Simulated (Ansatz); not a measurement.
# O₂ (singlet): wave-function methods side by side at distance O1–O2 = 2.158 Å, 6-31G

Aim: climb from Hartree-Fock through coupled cluster and multireference methods for O₂ (singlet) at one geometry and basis, and see what each rung misses.

Program: Ansatz 0.2.0, Gaussian basis. Level of theory: 6-31G, core rule «outside noble gas», up to 2 orbitals frozen. These are calculated values, not measurements.

To be run: UHF; CCSD(T) on RHF; CCSD(T) on UHF; BCCD(T) on RHF; CISD; CCSDT(Q) on RHF; CCSDT(Q) on UHF; CISDTQ; CCSDTQ on RHF; CASSCF and MRCISD+Q, 2 electrons in 2 orbitals; CASSCF and NEVPT2, 2 electrons in 2 orbitals; CASSCF and MRCISD+Q, 12 electrons in 8 orbitals; CASSCF and NEVPT2, 12 electrons in 8 orbitals; Full CI.

43 further runs of the same task are left out: 10 for a known fault of the program, 26 that didn't finish, 7 set aside as unsound or not needed.

### 1 The geometry

The geometry derives from a PBE0/def2-TZVP stationary point (not a proven minimum). One bond is set to the value named and the two fragments are kept rigid.

2 atoms, charge 0, spin multiplicity 1.

Atoms are counted from 1 here; the program's logs count them from 0.

No contacts short enough for the rule that draws bonds.

### 2 UHF

File in.yaml:

```yaml
crystal:
  periodic: [false, false, false]
  atoms:
    - {symbol: O, position_ang: [0.000000, 0.000000, 0.000000]}
    - {symbol: O, position_ang: [0.000000, 0.000000, 2.158000]}
basis:
  gaussian: {orbitals: 6-31G}
magnetization: {spin_polarized: true, initial_magnetization: 0}
hamiltonian: {xc: hf}
output: {orbitals: {seedname: orbitals}}
```

Started as:

```bash
$ ansatz run in.yaml --threads 1 --pin off --events-out ev --progress --plain --max-ram 2393MiB
```

After this run come: CCSD(T) on RHF; CCSD(T) on UHF; BCCD(T) on RHF; CISD; CCSDT(Q) on RHF; CCSDT(Q) on UHF; CISDTQ; CCSDTQ on RHF; CASSCF and MRCISD+Q, 2 electrons in 2 orbitals; CASSCF and NEVPT2, 2 electrons in 2 orbitals; CASSCF and MRCISD+Q, 12 electrons in 8 orbitals; CASSCF and NEVPT2, 12 electrons in 8 orbitals; Full CI.

Before running them: what should the planned runs give, taken together? Wanted: FCI from the RHF energy; RMP2 from FCI; UMP2 from FCI; RCCSD from FCI; RCCSD(T) from FCI; UCCSD(T) from FCI; RCCSDT(Q) from FCI; UCCSDT(Q) from FCI; T1 diagnostic.

As calculated:

| quantity | value |
| --- | --- |
| FCI from the RHF energy | -9.9217 eV |
| RMP2 from FCI | -3785.1 meV |
| UMP2 from FCI | +710.8 meV |
| RCCSD from FCI | +606.2 meV |
| RCCSD(T) from FCI | -1504.6 meV |
| UCCSD(T) from FCI | +125.3 meV |
| RCCSDT(Q) from FCI | +373.1 meV |
| UCCSDT(Q) from FCI | +30.7 meV |
| levels within 1 kcal/mol (43 meV) | UCCSDT(Q) |
| T1 diagnostic | 0.036 |
| effectively unpaired electrons | 3.66 |

RCCSD(T) misses by -1504.6 meV, 15.2 % of the correlation energy. CCSD(T) misses by -1504.6 meV on the restricted determinant and by +125.3 meV on the unrestricted one; the two need not hold the same state or core. RMP2, RCCSD(T), BCCD(T), RCCSDT, RCCSDTQ fall below full CI, which methods that aren't variational can do. The occupations show strong static correlation (3.7 unpaired electrons where one determinant has 0). Coupled cluster took another determinant than the lowest Hartree-Fock one. These misses are within one basis, not against nature.

The restricted and unrestricted ladders end 0.34 eV apart at CCSDT(Q), so they describe two states, and rows of one don't measure the error of the other.

Huber and Herzberg's tables give the ground state of this molecule as 3Σg-; the runs here treat another spin state.
